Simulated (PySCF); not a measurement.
Assigning NMR signals

Structure with atom numbers: `[CH3:1][CH2:2][CH2:3][C:4](=[O:5])[OH:6]`. Hydrogens are named by the atom that carries them.

- NMR shieldings at PBE0/pcSseg-1/GIAO
- structure optimised with GFN2-xTB
- run in PySCF 2.14
- rapidly exchanging positions averaged, non-relativistic, one computed conformer, no solvent

Scale: 13C and 1H vs TMS (reference shieldings calculated alike).

Task: Assign these signals to the numbered atoms. 13C{1H} NMR (computed): δ 178.3, 37.5, 21.9, 15.6.

Result: 
| δ (ppm) | atoms | environment | reason |
| --- | --- | --- | --- |
| 178.3 | C4 | carboxylic acid carbon | it is a carbonyl in resonance with an O or N lone pair, the region of acids, esters and amides |
| 37.5 | C3 | sp3 CH2 α to a carbonyl | the adjacent C=O deshields it moderately |
| 21.9 | C2 | sp3 CH2 | aliphatic region, no heteroatom directly attached |
| 15.6 | C1 | methyl carbon | a saturated carbon with 1 carbon neighbour and no heteroatom attached |

Task: Assign these signals to the numbered atoms. 1H NMR (300 MHz, computed): δ 6.08 (br s, 1H), 2.28 (t, 2H), 1.64 (m, 2H), 1.02 (t, 3H).

Result: 
```tsv
δ (ppm)	atoms	environment	reason
6.08	H(O6)	hydrogen on an acid hydroxyl oxygen	exchangeable, gas-phase position
2.28	H(C3)	hydrogen on an sp3 CH2 α to a carbonyl	α to C=O
1.64	H(C2)	hydrogen on an sp3 CH2	–
1.02	H(C1)	hydrogen on a methyl carbon	far from electronegative atoms and π systems
```

OH/NH shifts are gas-phase values; hydrogen bonding in solution moves them, usually downfield. Shifts are as computed. Against solution values, carbons near 30 ppm lie about +3 ppm off and those near 130 ppm about +5 ppm. Of 1211 compounds with measured shifts, 218 miss one by over three times the rms of a fit or turn the order of signals round; such compounds aren't used in these exercises. The C=O carbon of an acid or of an amide with N–H lies up to 10 ppm further downfield in solution, through hydrogen bonding that the calculation lacks. No couplings were computed; multiplicities are counted from neighbouring protons, with m where these are inequivalent, close in shift, in a saturated or five-membered ring or joined by F or P, and br s for small geminal =CH2 splittings.
